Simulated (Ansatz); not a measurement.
A nudged elastic band was laid between two geometries of H4SSi + H4Si (11 atoms, charge 0, multiplicity 1).

Method: RKS BHLYP/def2-SVPD in Ansatz.

- movable images: 7
- climbing image: yes
- spring: 5.0 eV/Å²
- optimiser: quadratic models (default)
- start path: through a guess of the saddle point
- force threshold: 0.05 eV/Å
- iteration limit: 60
- end points: relaxed

First end point:

```xyz
11
Properties=species:S:1:pos:R:3
Si -0.882 -0.786 1.574
S 1.042 -0.943 2.537
H -0.826 -1.287 0.184
H -1.911 -1.540 2.320
H -1.196 0.656 1.584
H 1.069 1.002 -0.773
Si 0.529 1.236 -2.130
H 1.135 -2.279 2.451
H -0.893 1.636 -2.030
H 1.298 2.313 -2.791
H 0.634 -0.007 -2.925
```

Last end point:

```xyz
11
Properties=species:S:1:pos:R:3
Si -1.745 -0.127 0.277
S 2.327 -0.355 1.860
H -2.945 -0.784 -0.298
H -1.050 -1.100 1.151
H -2.191 1.023 1.102
H 3.477 0.071 1.321
Si -0.337 0.607 -1.453
H 2.578 -1.640 1.571
H -1.132 1.362 -2.454
H 0.732 1.494 -0.941
H 0.289 -0.551 -2.136
```

Task: Which bonds break or form, and what moves?

Result: Bonds broken: Si1–S2, H6–Si7. Bonds formed: Si1–Si7, S2–H6. H4SSi + H4Si becomes H2S + H6Si2.

Task: Give the energies along the band, and the barrier.

Result: The forces met the threshold. The highest image is number 4 of 0 to 8, 2.99 eV above the first end and 2.51 eV above the last; the last end lies 0.49 eV above the first. Neighbouring images differ by up to 2.3 eV, so the band resolves the path poorly. A vibrational analysis at the climbing image gives one clearly imaginary mode, 1199i cm⁻¹: a first-order saddle point. The orbitals stay closed-shell, which can raise the energy where a bond breaks towards radicals; this wasn't checked here.

```tsv
image	path coordinate (Å)	energy (eV)	Si1–S2 (Å)	H6–Si7 (Å)	Si1–Si7 (Å)
0	0.00	0.00	2.16	1.48	4.45
1	1.60	0.00	2.16	1.48	4.58
2	3.20	0.02	2.16	1.48	4.32
3	4.80	0.65	2.19	1.46	3.47
4	6.39	2.99	2.70	1.77	2.62
5	7.81	0.73	3.49	2.65	2.36
6	9.22	0.49	4.29	3.60	2.35
7	10.63	0.49	4.93	3.61	2.35
8	12.05	0.49	4.38	4.75	2.35
```

Task: What is the geometry of the highest image?

Result: 
```xyz
11
Properties=species:S:1:pos:R:3:forces:R:3
Si -0.968 -0.369 0.686 -0.03 0.00 -0.01
S 1.307 0.199 2.017 0.01 0.00 0.01
H -1.933 -0.468 -0.465 0.01 0.00 0.02
H -0.748 -1.759 1.101 0.00 0.00 0.00
H -1.550 0.639 1.581 0.01 -0.01 -0.01
H 0.556 0.269 0.306 -0.01 0.00 0.00
Si 0.296 0.527 -1.426 0.02 0.00 -0.01
H 1.945 -0.943 1.712 0.00 0.00 0.00
H -0.687 1.577 -1.752 -0.01 0.00 0.00
H 1.682 1.025 -1.535 -0.01 0.00 0.00
H 0.099 -0.697 -2.227 0.00 0.01 0.00
```

The band took 22 iterations and roughly 40 core-minutes.

The run took 9.4 min on 4 threads of Arm Neoverse N1, on a shared host, peak memory 0.37 GiB.
